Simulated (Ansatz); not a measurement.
A made-up structure of BHO₂, closed shell:

```
4
angstrom
O -1.7417 0.5864 0.4800
B -0.4748 0.1479 0.2784
O 0.9147 -0.3383 0.1216
H 1.3018 -0.3960 -0.8799
```

It is relaxed with PBE-D4/def2-SVP and then PBE0-D4/def2-TZVP (Ansatz 0.2.0). Atoms count as bonded within 1.22 times the sum of their covalent radii (H–H: 0.88 Å). The end point is not checked to be a true minimum.

(1) Does its bonding change? (Judge from chemistry; the calculation decides.)

Answers

(1) Computed: No: no bond forms or breaks.

Where it ends: The first stage lowers the energy by 1.20 eV in 7 steps. It ends as BHO₂ ([O][B][OH]):
O1  (-1.555, 0.524, 0.429)
B2  (-0.424, 0.132, 0.248)
O3  (0.817, -0.302, 0.109)
H4  (1.162, -0.354, -0.786)
(Å)

Labels in which every atom is bracketed show which atoms are joined, not bond orders.

For scale, one of the runs: PBE0-D4/def2-TZVP relaxation, 99 basis functions, launched by `ansatz run in.yaml --threads 2 --pin off --events-out ev --progress --plain --max-ram 4352MiB`. The run took about 13 s on 2 CPU threads of an Intel Xeon Platinum 8259CL (shared host).
